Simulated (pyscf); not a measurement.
7 gas-phase steps of one pattern: four-centre exchange on the singlet surface, Ge–N + H–H or H–H + N–Si or H–H + P–Si broken and Ge–H + H–N or H–N + H–Si or H–P + H–Si formed. Structures and frequencies: ωB97X-D3(BJ)/def2-SVP in PySCF. Electronic energies in eV, from the separated reactants; ΔE‡ and ΔE at ωB97M-D3(BJ)/def2-TZVP. Rows were drawn at random from the steps of this pattern with a verified saddle, stable references and no exit in the data more than 5 kcal/mol lower.

```tsv
row	step	ΔE	ΔE‡
1	H₂N–GeH₃ + H₂ -> GeH₄ + NH₃	-0.29	1.93
2	H₂N–GeH₂–F + H₂ → F–GeH₃ + NH₃	+0.02	1.73
3	H₃Si–PH–PH₂ + H₂ -> H₂P–PH₂ + SiH₄	+0.03	2.92
4	H₂N–SiH₃ + H₂ → SiH₄ + NH₃	+0.21	2.03
5	H₂N–SiH(Br)–Br + H₂ -> Br–SiH₂–Br + NH₃	+0.48	2.01
6	H₂N–SiH₂–O–SiH₃ + H₂ → H₃Si–O–SiH₃ + NH₃	+0.51	?
7	H₂N–SiH(NH₂)–Cl + H₂ -> H₂N–SiH₂–Cl + NH₃	+0.52	2.01
```

Question: From a straight line through the complete rows, estimate the missing barrier and say how far the line can be trusted.

Answer: Over the 6 complete rows the means are +0.16 (ΔE) and 2.10 (ΔE‡); least squares gives b = -0.09 and a = 2.12 eV, with residuals of 0.38 eV (root mean square; largest 0.80, row 3). For row 6: 2.12 + -0.09 × (+0.51) = 2.07 eV. The computed barrier is 2.07 eV, on the line. The scatter is large against the spread of the barriers, so the line says little here. Each barrier is that of the saddle found. Elements up to Kr have no core potential and no relativistic terms here.
